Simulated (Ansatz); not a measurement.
# AlC (quartet): from Hartree-Fock to the top rungs, cc-pVTZ

How much of the correlation energy of AlC (quartet) does each wave-function method recover here?

Program: Ansatz 0.2.0, Gaussian basis. Level of theory: cc-pVTZ, core rule «outside noble gas», up to 6 orbitals frozen. These are calculated values, not measurements.

To be run: UHF; CCSD(T) on ROHF; CCSD(T) on UHF; BCCD(T) on ROHF; CISD; CCSDT(Q) on ROHF; CCSDT(Q) on UHF; CASSCF and MRCISD+Q, 7 electrons in 8 orbitals; CASSCF and NEVPT2, 7 electrons in 8 orbitals.

14 further runs of the same task are left out: 4 that didn't finish, 10 set aside as unsound or not needed.

## (1) What is computed

The geometry is a PBE0/def2-TZVP stationary point (not a proven minimum).

2 atoms, charge 0, spin multiplicity 4.

Atoms are counted from 1 here; the program's logs count them from 0.

Bond lengths: Al1–C2 1.967 Å.

## (2) UHF

Input file in.yaml:

```yaml
crystal:
  periodic: [false, false, false]
  atoms:
    - {symbol: Al, position_ang: [0.000000, 0.000000, 0.000000]}
    - {symbol: C, position_ang: [0.000000, 0.000000, 1.966767]}
basis:
  gaussian: {orbitals: cc-pVTZ}
magnetization: {spin_polarized: true, initial_magnetization: 3}
hamiltonian: {xc: hf}
output: {orbitals: {seedname: orbitals}}
```

On the command line:

```console
ansatz run in.yaml --threads 1 --pin off --events-out ev --progress --plain --max-ram 2393MiB
```

The runs that follow: CCSD(T) on ROHF; CCSD(T) on UHF; BCCD(T) on ROHF; CISD; CCSDT(Q) on ROHF; CCSDT(Q) on UHF; CASSCF and MRCISD+Q, 7 electrons in 8 orbitals; CASSCF and NEVPT2, 7 electrons in 8 orbitals.

Before running them: what should the planned runs give, taken together? Wanted: UCCSDT(Q) below the RHF energy; RMP2 from UCCSDT(Q); UMP2 from UCCSDT(Q); RCCSD from UCCSDT(Q); RCCSD(T) from UCCSDT(Q); UCCSD(T) from UCCSDT(Q); RCCSDT(Q) from UCCSDT(Q); NEVPT2 valence from UCCSDT(Q); MRCISD+Q valence from UCCSDT(Q).

The runs gave:

```
                         quantity                      value
   UCCSDT(Q) below the RHF energy                 -4.6408 eV
              RMP2 from UCCSDT(Q)                +1074.0 meV
              UMP2 from UCCSDT(Q)                +1056.3 meV
             RCCSD from UCCSDT(Q)                 +251.2 meV
          RCCSD(T) from UCCSDT(Q)                  +58.7 meV
          UCCSD(T) from UCCSDT(Q)                  +56.5 meV
         RCCSDT(Q) from UCCSDT(Q)                   +2.7 meV
    NEVPT2 valence from UCCSDT(Q)                 +722.0 meV
  MRCISD+Q valence from UCCSDT(Q)                  +69.4 meV
levels within 1 kcal/mol (43 meV)  RCCSDT, UCCSDT, RCCSDT(Q)
                    T1 diagnostic                      0.050
   effectively unpaired electrons                       3.07
```

What this shows: RCCSD(T) lands +58.7 meV from the yardstick (1.3 % of the correlation energy). The occupations are near whole numbers, but T1 = 0.050 shows that the orbitals relax strongly. Of the multireference levels listed MRCISD+Q valence comes nearest in total energy (+69.4 meV), which doesn't show that its space is the better one. These misses are within one basis, not against nature; the frozen cores of restricted and unrestricted runs differ, which can shift their rows.
